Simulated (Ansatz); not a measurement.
## SiH3, SnH3: atomization energies

Ansatz 0.2.0, functionals in def2-QZVPP, HF, MP2 and coupled cluster extrapolated from def2-TZVPP and def2-QZVPP (exp(−7.88 √X), X^−2.97); geometries are PBE0/def2-TZVP minima. Wave-function levels freeze the cores with the filled d shells of p-block atoms; HF, MP2 and coupled cluster are restricted for singlets and unrestricted otherwise, atoms included (their steps beyond CCSDT(Q) come from restricted open-shell runs), restricted open-shell where a d shell is frozen. The best estimate adds to that CCSD(T) limit the step from CCSD(T) to the highest level run in a smaller set (CCSDT(Q)/cc-pVTZ, full CI/def2-SVP). It lacks core correlation, which semilocal and hybrid functionals hold and which counts in their errors here, (a few kJ/mol in atomization energies of light atoms) is good to about 1 kcal/mol where the step is under 0.06 eV, as here, and is no measured value. An error is the level's value less this estimate. Energies are electronic, without zero-point terms. No spin–orbit coupling; scalar relativity only by core potentials past Kr. CCSD(T)'s error is that step with its sign reversed, by construction, and steps from double-zeta sets run high. The species are chosen: bound, without strong static correlation by their natural occupations or amplitudes, in their lowest spin state as far as vertical gaps and like structures tell, and with a ladder that closes on the reference, so errors are smaller than for species at large; levels whose determinant breaks symmetry or spin markedly are left out.

```tsv
species	bonds (Å)	quantity	symmetry of the states	reference	value (kcal/mol)	error CCSD	error CCSD(T)
SiH3, doublet	Si–H 1.486, angles at Si 111°	atomization	–	limit + step to CCSDT(Q)/cc-pVTZ	228.5	-0.8	0.0
SnH3, doublet	Sn–H 1.715, angles at Sn 110°	atomization	–	limit + step to full CI/def2-SVP	181.8	-1.1	-0.2
```

The reference falls from Si to Sn, by 46.7 kcal/mol in all.
